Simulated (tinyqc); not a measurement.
Inside a calculation (part 1 of 3). Method: UKS/LDA (PW92) in the sto-6g basis, for H2O, spin multiplicity 3. Computed by tinyqc, a small Python program that keeps every step (integrals from PySCF). Settings: charge = 0, multiplicity = 3, basis = sto-6g, energy threshold = 1e-10, iteration cap = 74, orthogonalisation = symmetric, start = random, DIIS depth = 3, method = UKS, functional = lda,pw, grid = [10, 86]. Command: `OMP_NUM_THREADS=1 python tinyqc.py 28525 28526 out.jsonl` (the two numbers bound the seeds that draw the settings). One thread of a shared host (Intel(R) Xeon(R) Processor @ 2.60GHz), about 2 s of CPU time with the checks. Later iterations appear only in the table of the cycle.

## One-electron integrals

Geometry (angstrom):
```
atom        x         y        z
O     0.00000   0.00000  0.00000
H     0.00000   0.80800  0.68300
H     0.00000  -0.80800  0.68300
```

Basis sto-6g: exponents (1/bohr^2) and contraction coefficients of normalised primitives:
```
element  l (shell)    exponent  coefficient
O            s (1)  1355.58423      0.00916
O            s (1)   248.54489      0.04936
O            s (1)    69.53390      0.16854
O            s (1)    23.88677      0.37056
O            s (1)     9.27593      0.41649
O            s (1)     3.82034      0.13033
O            s (2)    52.18776     -0.01325
O            s (2)    10.32932     -0.04699
O            s (2)     3.21034     -0.03379
O            s (2)     1.23514      0.25024
O            s (2)     0.53642      0.59512
O            s (2)     0.24588      0.24071
O            p (3)    52.18776      0.00376
O            p (3)    10.32932      0.03768
O            p (3)     3.21034      0.17390
O            p (3)     1.23514      0.41804
O            p (3)     0.53642      0.42586
O            p (3)     0.24588      0.10171
H            s (1)    35.52322      0.00916
H            s (1)     6.51314      0.04936
H            s (1)     1.82214      0.16854
H            s (1)     0.62596      0.37056
H            s (1)     0.24308      0.41649
H            s (1)     0.10011      0.13033
```

Overlap, kinetic and nuclear-attraction integrals over the contracted functions; the nuclear repulsion is the sum of Za Zb / Rab.

nuclear repulsion = 8.3301804 hartree

overlap S:
```
          1O 1s    1O 2s   1O 2px    1O 2py   1O 2pz    2H 1s     3H 1s
1O 1s   1.00000  0.23114  0.00000   0.00000  0.00000  0.04397   0.04397
1O 2s   0.23114  1.00000  0.00000   0.00000  0.00000  0.41327   0.41327
1O 2px  0.00000  0.00000  1.00000   0.00000  0.00000  0.00000   0.00000
1O 2py  0.00000  0.00000  0.00000   1.00000  0.00000  0.27189  -0.27189
1O 2pz  0.00000  0.00000  0.00000   0.00000  1.00000  0.22983   0.22983
2H 1s   0.04397  0.41327  0.00000   0.27189  0.22983  1.00000   0.21688
3H 1s   0.04397  0.41327  0.00000  -0.27189  0.22983  0.21688   1.00000
```

kinetic energy T (hartree):
```
           1O 1s     1O 2s   1O 2px    1O 2py   1O 2pz     2H 1s     3H 1s
1O 1s   29.32720  -0.89602  0.00000   0.00000  0.00000  -0.00519  -0.00519
1O 2s   -0.89602   0.84262  0.00000   0.00000  0.00000   0.08456   0.08456
1O 2px   0.00000   0.00000  2.53131   0.00000  0.00000   0.00000   0.00000
1O 2py   0.00000   0.00000  0.00000   2.53131  0.00000   0.16130  -0.16130
1O 2pz   0.00000   0.00000  0.00000   0.00000  2.53131   0.13635   0.13635
2H 1s   -0.00519   0.08456  0.00000   0.16130  0.13635   0.76852   0.00017
3H 1s   -0.00519   0.08456  0.00000  -0.16130  0.13635   0.00017   0.76852
```

nuclear attraction V (hartree):
```
            1O 1s     1O 2s    1O 2px     1O 2py     1O 2pz     2H 1s     3H 1s
1O 1s   -62.25866  -6.38250   0.00000    0.00000   -0.01736  -1.38887  -1.38887
1O 2s    -6.38250  -9.99346   0.00000    0.00000   -0.19890  -3.22359  -3.22359
1O 2px    0.00000   0.00000  -9.92675    0.00000    0.00000   0.00000   0.00000
1O 2py    0.00000   0.00000   0.00000  -10.04276    0.00000  -1.88023   1.88023
1O 2pz   -0.01736  -0.19890   0.00000    0.00000  -10.00964  -1.64924  -1.64924
2H 1s    -1.38887  -3.22359   0.00000   -1.88023   -1.64924  -5.46980  -1.29567
3H 1s    -1.38887  -3.22359   0.00000    1.88023   -1.64924  -1.29567  -5.46980
```

core Hamiltonian H = T + V (hartree):
```
            1O 1s     1O 2s    1O 2px    1O 2py    1O 2pz     2H 1s     3H 1s
1O 1s   -32.93146  -7.27853   0.00000   0.00000  -0.01736  -1.39406  -1.39406
1O 2s    -7.27853  -9.15084   0.00000   0.00000  -0.19890  -3.13903  -3.13903
1O 2px    0.00000   0.00000  -7.39544   0.00000   0.00000   0.00000   0.00000
1O 2py    0.00000   0.00000   0.00000  -7.51145   0.00000  -1.71893   1.71893
1O 2pz   -0.01736  -0.19890   0.00000   0.00000  -7.47834  -1.51289  -1.51289
2H 1s    -1.39406  -3.13903   0.00000  -1.71893  -1.51289  -4.70128  -1.29551
3H 1s    -1.39406  -3.13903   0.00000   1.71893  -1.51289  -1.29551  -4.70128
```

## Two-electron integrals

Functions are numbered as in S; the eight-fold symmetry (ij|kl) = (ji|kl) = (kl|ij) leaves the list below.

Two-electron integrals (ij|kl) in chemists' order, unique and non-zero (hartree):
```
(11|11) 4.78749    (21|11) 0.67588    (21|21) 0.12150    (22|11) 1.11738
(22|21) 0.24921    (22|22) 0.81738    (31|31) 0.02576    (32|31) 0.03914
(32|32) 0.18066    (33|11) 1.11738    (33|21) 0.24921    (33|22) 0.81738
(33|33) 0.88066    (41|41) 0.02576    (42|41) 0.03914    (42|42) 0.18066
(43|43) 0.04746    (44|11) 1.11738    (44|21) 0.24921    (44|22) 0.81738
(44|33) 0.78574    (44|44) 0.88066    (51|51) 0.02576    (52|51) 0.03914
(52|52) 0.18066    (53|53) 0.04746    (54|54) 0.04746    (55|11) 1.11738
(55|21) 0.24921    (55|22) 0.81738    (55|33) 0.78574    (55|44) 0.78574
(55|55) 0.88066    (61|11) 0.13701    (61|21) 0.02361    (61|22) 0.04738
(61|33) 0.04728    (61|41) 0.00088    (61|42) 0.00173    (61|44) 0.04746
(61|51) 0.00075    (61|52) 0.00146    (61|54) 0.00015    (61|55) 0.04741
(61|61) 0.00468    (62|11) 0.33844    (62|21) 0.07657    (62|22) 0.27872
(62|33) 0.27406    (62|41) 0.00469    (62|42) 0.03485    (62|44) 0.28222
(62|51) 0.00396    (62|52) 0.02946    (62|54) 0.00690    (62|55) 0.27989
(62|61) 0.01496    (62|62) 0.11911    (63|31) 0.00843    (63|32) 0.04772
(63|43) 0.00716    (63|53) 0.00605    (63|63) 0.01668    (64|11) 0.18859
(64|21) 0.04327    (64|22) 0.16798    (64|33) 0.16045    (64|41) 0.01074
(64|42) 0.06746    (64|44) 0.17959    (64|51) 0.00195    (64|52) 0.01669
(64|54) 0.01012    (64|55) 0.16389    (64|61) 0.00884    (64|62) 0.08727
(64|64) 0.07991    (65|11) 0.15942    (65|21) 0.03657    (65|22) 0.14199
(65|33) 0.13563    (65|41) 0.00195    (65|42) 0.01669    (65|44) 0.13970
(65|51) 0.01008    (65|52) 0.06183    (65|54) 0.01060    (65|55) 0.15064
(65|61) 0.00747    (65|62) 0.07377    (65|64) 0.05344    (65|65) 0.06186
(66|11) 0.48748    (66|21) 0.11234    (66|22) 0.46827    (66|33) 0.44974
(66|41) 0.00878    (66|42) 0.08965    (66|44) 0.48216    (66|51) 0.00742
(66|52) 0.07578    (66|54) 0.02741    (66|55) 0.47290    (66|61) 0.02217
(66|62) 0.25567    (66|64) 0.21376    (66|65) 0.18069    (66|66) 0.77500
(71|11) 0.13701    (71|21) 0.02361    (71|22) 0.04738    (71|33) 0.04728
(71|41) -0.00088   (71|42) -0.00173   (71|44) 0.04746    (71|51) 0.00075
(71|52) 0.00146    (71|54) -0.00015   (71|55) 0.04741    (71|61) 0.00461
(71|62) 0.01449    (71|64) 0.00780    (71|65) 0.00723    (71|66) 0.02122
(71|71) 0.00468    (72|11) 0.33844    (72|21) 0.07657    (72|22) 0.27872
(72|33) 0.27406    (72|41) -0.00469   (72|42) -0.03485   (72|44) 0.28222
(72|51) 0.00396    (72|52) 0.02946    (72|54) -0.00690   (72|55) 0.27989
(72|61) 0.01449    (72|62) 0.09680    (72|64) 0.04893    (72|65) 0.05834
(72|66) 0.17020    (72|71) 0.01496    (72|72) 0.11911    (73|31) 0.00843
(73|32) 0.04772    (73|43) -0.00716   (73|53) 0.00605    (73|63) 0.01314
(73|73) 0.01668    (74|11) -0.18859   (74|21) -0.04327   (74|22) -0.16798
(74|33) -0.16045   (74|41) 0.01074    (74|42) 0.06746    (74|44) -0.17959
(74|51) -0.00195   (74|52) -0.01669   (74|54) 0.01012    (74|55) -0.16389
(74|61) -0.00780   (74|62) -0.04893   (74|64) -0.01211   (74|65) -0.02885
(74|66) -0.07682   (74|71) -0.00884   (74|72) -0.08727   (74|74) 0.07991
(75|11) 0.15942    (75|21) 0.03657    (75|22) 0.14199    (75|33) 0.13563
(75|41) -0.00195   (75|42) -0.01669   (75|44) 0.13970    (75|51) 0.01008
(75|52) 0.06183    (75|54) -0.01060   (75|55) 0.15064    (75|61) 0.00723
(75|62) 0.05834    (75|64) 0.02885    (75|65) 0.04773    (75|66) 0.11222
(75|71) 0.00747    (75|72) 0.07377    (75|74) -0.05344   (75|75) 0.06186
(76|11) 0.12786    (76|21) 0.02924    (76|22) 0.11582    (76|33) 0.11303
(76|44) 0.11509    (76|51) 0.00235    (76|52) 0.02091    (76|55) 0.11934
(76|61) 0.00566    (76|62) 0.04979    (76|64) 0.03151    (76|65) 0.03468
(76|66) 0.11228    (76|71) 0.00566    (76|72) 0.04979    (76|74) -0.03151
(76|75) 0.03468    (76|76) 0.02597    (77|11) 0.48748    (77|21) 0.11234
(77|22) 0.46827    (77|33) 0.44974    (77|41) -0.00878   (77|42) -0.08965
(77|44) 0.48216    (77|51) 0.00742    (77|52) 0.07578    (77|54) -0.02741
(77|55) 0.47290    (77|61) 0.02122    (77|62) 0.17020    (77|64) 0.07682
(77|65) 0.11222    (77|66) 0.32308    (77|71) 0.02217    (77|72) 0.25567
(77|74) -0.21376   (77|75) 0.18069    (77|76) 0.11228    (77|77) 0.77500
```

## Orthogonalisation

S = U s U^T; symmetric (Loewdin) form X = U s^(-1/2) U^T, so that X^T S X = 1.

eigenvalues of S: 0.40743  0.49205  0.88421  1.00000  1.09964  1.29107  1.82560

X:
```
           1O 1s     1O 2s   1O 2px    1O 2py    1O 2pz     2H 1s     3H 1s
1O 1s    1.02248  -0.13425  0.00000   0.00000  -0.00795   0.01805   0.01805
1O 2s   -0.13425   1.17876  0.00000   0.00000   0.08606  -0.24113  -0.24113
1O 2px   0.00000   0.00000  1.00000   0.00000   0.00000   0.00000   0.00000
1O 2py   0.00000   0.00000  0.00000   1.07880   0.00000  -0.18562   0.18562
1O 2pz  -0.00795   0.08606  0.00000   0.00000   1.04691  -0.13187  -0.13187
2H 1s    0.01805  -0.24113  0.00000  -0.18562  -0.13187   1.15129  -0.07558
3H 1s    0.01805  -0.24113  0.00000   0.18562  -0.13187  -0.07558   1.15129
```

## Starting guess

The start is random orthonormal orbitals; D(s) = C_occ C_occ^T for each spin.

D(alpha) at the start:
```
           1O 1s     1O 2s    1O 2px    1O 2py    1O 2pz     2H 1s     3H 1s
1O 1s    1.05080  -0.36356   0.04949  -0.03802  -0.11874   0.14983   0.11846
1O 2s   -0.36356   1.27471   0.21643  -0.16625  -0.11974  -0.21391  -0.35110
1O 2px   0.04949   0.21643   0.81736   0.14029   0.31725  -0.28986  -0.17408
1O 2py  -0.03802  -0.16625   0.14029   1.12497  -0.24370  -0.20534   0.56171
1O 2pz  -0.11874  -0.11974   0.31725  -0.24370   0.58719   0.20268   0.00157
2H 1s    0.14983  -0.21391  -0.28986  -0.20534   0.20268   0.98147  -0.40891
3H 1s    0.11846  -0.35110  -0.17408   0.56171   0.00157  -0.40891   1.27557
```

D(beta) at the start:
```
           1O 1s     1O 2s    1O 2px    1O 2py    1O 2pz     2H 1s     3H 1s
1O 1s    1.00912  -0.23786  -0.05330  -0.11928  -0.20471   0.09519   0.11749
1O 2s   -0.23786   0.83421   0.50454  -0.10962   0.27544   0.00250  -0.31699
1O 2px  -0.05330   0.50454   0.55611  -0.12716   0.15360  -0.40625  -0.16538
1O 2py  -0.11928  -0.10962  -0.12716   0.38861   0.00550  -0.15361   0.65545
1O 2pz  -0.20471   0.27544   0.15360   0.00550   0.10920  -0.02419  -0.06941
2H 1s    0.09519   0.00250  -0.40625  -0.15361  -0.02419   0.86648  -0.43638
3H 1s    0.11749  -0.31699  -0.16538   0.65545  -0.06941  -0.43638   1.25972
```

## Iteration 1: exchange-correlation on the grid

Becke grid with 10 radial and 86 angular points per atom, points of zero weight dropped. rho = sum D_ij phi_i phi_j; V_xc,ij = sum w v_xc phi_i phi_j; v_xc is d(rho eps)/d rho(s) for spin s.

The 8 grid points with the largest w rho, of 2576 (bohr, atomic units):
```
x               y        z        w  rho(alpha)  rho(beta)    eps_xc  v_xc(alpha)
1.10417   0.00000  0.44561  0.13390     0.17371    0.16129  -0.57547     -0.76097
1.19069   0.00000  0.00000  0.13159     0.16142    0.15293  -0.56415     -0.74413
1.10417  -0.44561  0.00000  0.13381     0.15462    0.15335  -0.56050     -0.73529
1.10417   0.44561  0.00000  0.13381     0.16812    0.13040  -0.55653     -0.74910
1.01509  -0.44008  0.44008  0.12206     0.17060    0.15618  -0.57110     -0.75633
0.82676  -0.22512  0.82676  0.12825     0.16893    0.14111  -0.56239     -0.75187
0.82676   0.22512  0.82676  0.12825     0.16332    0.13745  -0.55706     -0.74410
1.01509   0.44008  0.44008  0.12206     0.17086    0.13992  -0.56298     -0.75411
```

electrons on the grid, sum of w rho = 9.99971

E_xc = sum of w rho eps_xc = -8.5372800 hartree

V_xc(alpha) (hartree):
```
           1O 1s     1O 2s    1O 2px    1O 2py    1O 2pz     2H 1s     3H 1s
1O 1s   -2.92300  -0.36945  -0.00657   0.00439   0.00759  -0.07695  -0.07740
1O 2s   -0.36945  -0.79635  -0.02107   0.00638  -0.00123  -0.27060  -0.27332
1O 2px  -0.00657  -0.02107  -0.78951  -0.00820  -0.02182  -0.00677  -0.00521
1O 2py   0.00439   0.00638  -0.00820  -0.81606   0.01268  -0.16823   0.17358
1O 2pz   0.00759  -0.00123  -0.02182   0.01268  -0.78323  -0.14355  -0.14785
2H 1s   -0.07695  -0.27060  -0.00677  -0.16823  -0.14355  -0.53578  -0.11172
3H 1s   -0.07740  -0.27332  -0.00521   0.17358  -0.14785  -0.11172  -0.55366
```

V_xc(beta) (hartree):
```
           1O 1s     1O 2s    1O 2px    1O 2py    1O 2pz     2H 1s     3H 1s
1O 1s   -2.86940  -0.34581  -0.01094   0.00551   0.00131  -0.07297  -0.07326
1O 2s   -0.34581  -0.66441  -0.06454  -0.00903  -0.05413  -0.24243  -0.23600
1O 2px  -0.01094  -0.06454  -0.67956   0.01696  -0.00799  -0.01204  -0.01750
1O 2py   0.00551  -0.00903   0.01696  -0.67272  -0.00673  -0.15680   0.14540
1O 2pz   0.00131  -0.05413  -0.00799  -0.00673  -0.64104  -0.14348  -0.14014
2H 1s   -0.07297  -0.24243  -0.01204  -0.15680  -0.14348  -0.51271  -0.10303
3H 1s   -0.07326  -0.23600  -0.01750   0.14540  -0.14014  -0.10303  -0.52136
```

## Iteration 1: building the Kohn-Sham matrix

J_ij = sum D_kl (ij|kl) with D = D(alpha) + D(beta); F = H + J + V_xc; E = tr D H + tr D J / 2 + E_xc + E_nn.

Coulomb J (hartree):
```
           1O 1s     1O 2s    1O 2px    1O 2py    1O 2pz    2H 1s     3H 1s
1O 1s   16.30726   2.86743   0.03878  -0.01204   0.01389  0.56254   0.56347
1O 2s    2.86743   7.56874   0.16137  -0.01773   0.23842  2.66490   2.67783
1O 2px   0.03878   0.16137   7.53965  -0.00386   0.03216  0.04249   0.04464
1O 2py  -0.01204  -0.01773  -0.00386   7.61796  -0.01254  1.62610  -1.64755
1O 2pz   0.01389   0.23842   0.03216  -0.01254   7.54859  1.44906   1.46260
2H 1s    0.56254   2.66490   0.04249   1.62610   1.44906  4.94253   1.16447
3H 1s    0.56347   2.67783   0.04464  -1.64755   1.46260  1.16447   5.03686
```

F(alpha) (hartree):
```
            1O 1s     1O 2s    1O 2px    1O 2py    1O 2pz     2H 1s     3H 1s
1O 1s   -19.54720  -4.78055   0.03221  -0.00765   0.00413  -0.90847  -0.90799
1O 2s    -4.78055  -2.37846   0.14030  -0.01135   0.03829  -0.74473  -0.73452
1O 2px    0.03221   0.14030  -0.64530  -0.01206   0.01033   0.03572   0.03943
1O 2py   -0.00765  -0.01135  -0.01206  -0.70955   0.00014  -0.26106   0.24496
1O 2pz    0.00413   0.03829   0.01033   0.00014  -0.71297  -0.20737  -0.19813
2H 1s    -0.90847  -0.74473   0.03572  -0.26106  -0.20737  -0.29453  -0.24276
3H 1s    -0.90799  -0.73452   0.03943   0.24496  -0.19813  -0.24276  -0.21808
```

F(beta) (hartree):
```
            1O 1s     1O 2s    1O 2px    1O 2py    1O 2pz     2H 1s     3H 1s
1O 1s   -19.49360  -4.75691   0.02784  -0.00652  -0.00215  -0.90449  -0.90385
1O 2s    -4.75691  -2.24651   0.09683  -0.02676  -0.01462  -0.71657  -0.69719
1O 2px    0.02784   0.09683  -0.53535   0.01310   0.02417   0.03045   0.02714
1O 2py   -0.00652  -0.02676   0.01310  -0.56621  -0.01927  -0.24963   0.21678
1O 2pz   -0.00215  -0.01462   0.02417  -0.01927  -0.57078  -0.20730  -0.19043
2H 1s    -0.90449  -0.71657   0.03045  -0.24963  -0.20730  -0.27146  -0.23407
3H 1s    -0.90385  -0.69719   0.02714   0.21678  -0.19043  -0.23407  -0.18579
```

total energy of this density = -72.3157280 hartree

## Iteration 1: diagonalisation and new density

Diagonalise F' = X^T F X, C = X C', fill 6 alpha and 4 beta electrons from the bottom; D(s) = C_occ C_occ^T. Each column has its largest component positive (the first on a tie).

F' = X^T F X (alpha) (hartree):
```
           1         2         3         4         5         6         7
1  -19.22655  -2.41241   0.01538  -0.00703  -0.02343  -0.14036  -0.14229
2   -2.41241  -1.45956   0.14383  -0.01018   0.12083  -0.31359  -0.32367
3    0.01538   0.14383  -0.64530  -0.01232   0.01273   0.00577   0.00585
4   -0.00703  -0.01018  -0.01232  -0.62406   0.00154  -0.20674   0.20753
5   -0.02343   0.12083   0.01273   0.00154  -0.66253  -0.14456  -0.14348
6   -0.14036  -0.31359   0.00577  -0.20674  -0.14456   0.04109  -0.07642
7   -0.14229  -0.32367   0.00585   0.20753  -0.14348  -0.07642   0.12846
```

orbital energies (alpha) (hartree): MO1 -19.55175, MO2 -1.30759, MO3 -0.72326, MO4 -0.72152, MO5 -0.61544, MO6 0.18862, MO7 0.28250

coefficients C (alpha):
```
             MO1       MO2       MO3       MO4       MO5       MO6       MO7
1O 1s    0.99592  -0.24680  -0.00185   0.00135  -0.04431   0.08445   0.04838
1O 2s    0.01867   1.00248  -0.00408  -0.03163   0.16937  -0.60927  -0.35349
1O 2px  -0.00182  -0.19956   0.10018  -0.16668   0.95926  -0.03935  -0.02486
1O 2py   0.00049   0.01078   0.91303  -0.18927  -0.12548  -0.30577   0.50391
1O 2pz   0.00161  -0.06034   0.19549   0.93111   0.10620  -0.40927  -0.22510
2H 1s   -0.00425   0.00649   0.12591   0.06094   0.03624   1.13765  -0.35537
3H 1s   -0.00395  -0.00029  -0.06811   0.07653   0.06087   0.24984   1.16827
```

F' = X^T F X (beta) (hartree):
```
           1         2         3         4         5         6         7
1  -19.17463  -2.41008   0.01632  -0.00389  -0.02357  -0.14090  -0.14286
2   -2.41008  -1.32508   0.09860  -0.02567   0.07068  -0.30917  -0.31389
3    0.01632   0.09860  -0.53535   0.01352   0.02582   0.00454   0.00534
4   -0.00389  -0.02567   0.01352  -0.47179  -0.01803  -0.21479   0.21038
5   -0.02357   0.07068   0.02582  -0.01803  -0.51752  -0.14964  -0.14651
6   -0.14090  -0.30917   0.00454  -0.21479  -0.14964   0.05990  -0.07690
7   -0.14286  -0.31389   0.00534   0.21038  -0.14651  -0.07690   0.14954
```

orbital energies (beta) (hartree): MO1 -19.49776, MO2 -1.16325, MO3 -0.60870, MO4 -0.56632, MO5 -0.51816, MO6 0.21866, MO7 0.32060

coefficients C (beta):
```
             MO1       MO2       MO3       MO4       MO5       MO6       MO7
1O 1s    0.99611  -0.24630   0.02952   0.01041  -0.02419   0.08787   0.04497
1O 2s    0.01785   0.99741  -0.14681  -0.06567   0.08174  -0.63042  -0.32568
1O 2px  -0.00154  -0.14673  -0.19582  -0.15306   0.95650  -0.04090  -0.01107
1O 2py   0.00043   0.04502   0.64330  -0.64070   0.02982  -0.29854   0.56246
1O 2pz   0.00193   0.02679   0.63704   0.66482   0.21956  -0.44012  -0.21870
2H 1s   -0.00411   0.02767   0.16700  -0.03579   0.07558   1.11325  -0.40804
3H 1s   -0.00387   0.01204  -0.04251   0.15561   0.04456   0.30960   1.14781
```

D(alpha) after iteration 1:
```
           1O 1s     1O 2s    1O 2px    1O 2py    1O 2pz     2H 1s     3H 1s
1O 1s    1.06187  -0.28781   0.00120  -0.02438  -0.02188   0.08848   0.01477
1O 2s   -0.28781   1.40624  -0.00879   0.17813   0.17664  -0.68302  -0.14442
1O 2px   0.00120  -0.00879   0.99938   0.01253  -0.00560  -0.00884   0.02905
1O 2py  -0.02438   0.17813   0.01253   0.97881   0.11343  -0.24891  -0.16071
1O 2pz  -0.02188   0.17664  -0.00560   0.11343   1.08760  -0.38081  -0.03784
2H 1s    0.08848  -0.68302  -0.00884  -0.24891  -0.38081   1.31520   0.28254
3H 1s    0.01477  -0.14442   0.02905  -0.16071  -0.03784   0.28254   0.07664
```

D(beta) after iteration 1:
```
           1O 1s     1O 2s    1O 2px    1O 2py    1O 2pz     2H 1s     3H 1s
1O 1s    1.05388  -0.23290   0.02723   0.00166   0.02105  -0.00635  -0.00645
1O 2s   -0.23290   1.02101  -0.10758  -0.00746  -0.11043   0.00536   0.00796
1O 2px   0.02723  -0.10758   0.08330  -0.03451  -0.23043  -0.03128  -0.01725
1O 2py   0.00166  -0.00746  -0.03451   0.82636  -0.01493   0.13161  -0.12651
1O 2pz   0.02105  -0.11043  -0.23043  -0.01493   0.84853   0.08332   0.07669
2H 1s   -0.00635   0.00536  -0.03128   0.13161   0.08332   0.02995  -0.01232
3H 1s   -0.00645   0.00796  -0.01725  -0.12651   0.07669  -0.01232   0.02618
```
